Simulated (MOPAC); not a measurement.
MOPAC input (AM1):

```
AM1 FORCE THERMO(298,298) PRECISE LET GEO-OK AUX(PRECISION=9) THREADS=1
Li2

Li    0.00000000 1    0.00000000 1   -1.18986220 1
Li    0.00000000 1    0.00000000 1    1.18986220 1
```

Problem. Which zero-point energy does it print?

Solution. 0.70 kcal/mol, from the harmonic wavenumbers of AM1.
